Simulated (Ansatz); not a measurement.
System: fluorite SrCl2. Method: PBE0 (Ansatz, a quantum-chemistry and plane-wave program, plane waves, PAW).

Settings: plane-wave cutoff 460 eV, 6×6×6 k mesh, Fermi–Dirac smearing 0.01 eV, scalar-relativistic PAW data made under PBE.

Energies at three volumes about the minimum:

| V (Å³/atom) | E − E_lowest (meV/atom) |
|---|---|
| 27.608 | 4.25 |
| 28.562 | 0.00 |
| 29.276 | 1.60 |

Fit a parabola by hand: where is the minimum, what lattice constant follows, and what is the bulk modulus?

Slopes: (0.00 − 4.25)/(28.562 − 27.608) = -4.455 and (1.60 − 0.00)/(29.276 − 28.562) = 2.241 meV/Å³. Curvature E″ = 2 × (2.241 − (-4.455))/(29.276 − 27.608) = 8.029 meV/Å⁶. From the middle of the first interval, the slope vanishes at V0 = 28.0850 − (-4.455)/8.029 = 28.640 Å³/atom. B = V0 E″ = 28.640 × 8.029 meV/Å³ × 0.1602 GPa per meV/Å³ = 36.8 GPa. With 12 atoms in the cube, a = (12 × 28.640)^(1/3) = 7.005 Å. The full Birch–Murnaghan fit to all volumes gives V0 = 28.619 Å³/atom and B0 = 35.7 GPa.

Measured, for comparison: bulk modulus 34.3 GPa (temperature not stated, not corrected to a static lattice, from elastic constants; as tabulated in Kanchana et al., Calculated structural, elastic and electronic properties of …); lattice constant a 6.974 Å (room temperature, not corrected to a static lattice; as tabulated in Kanchana et al., Calculated structural, elastic and electronic properties of …). Computed less measured: bulk modulus +4.1 % (against room or unstated temperature, where such soft solids are markedly softer). A static lattice is as a rule a little smaller and stiffer than an uncorrected measurement, which can account for part of this in the bulk modulus.
